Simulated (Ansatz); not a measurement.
Species: C2H4, SMILES `C=C` (charge 0, multiplicity 1), formula C2H4.

How many basis functions does frozen-core CCSD(T)/def2-TZVPP // CAM-B3LYP-D3(BJ)/def2-TZVP (Ansatz, a quantum-chemistry and plane-wave program) use, how many core orbitals are frozen, and how many electrons are correlated?

118 basis functions and 2 frozen orbitals, which leaves 12 correlated electrons. Core time is of the order of seconds.
